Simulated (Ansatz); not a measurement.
## Ansatz (development build ahead of 0.2.0) run

```yaml
crystal:
  periodic: [false, false, false]
  atoms:
    - { symbol: P, position_ang: [0.0, 0.0, 1.5504] }
    - { symbol: P, position_ang: [0.0, 0.0, -1.5504] }
    - { symbol: H, position_ang: [0.0, 0.0, 3.5501] }
    - { symbol: H, position_ang: [0.0, 0.0, -3.5501] }
basis:
  gaussian: { orbitals: pcseg-2 }
magnetization:
  initial_magnetization: 2
hamiltonian:
  xc: pbe
```

The input is written out in the form of the current development build from the run's settings.

Output:

```
Converged                       : yes
Total energy                    : -683.33599 hartree
Spin squared of the determinant : 2.000
Stability test                  : minimum among restricted orbitals
```

Caution: stretched shape with no unrestricted run beside it, a lower state can exist; other spin multiplicities may lie lower.
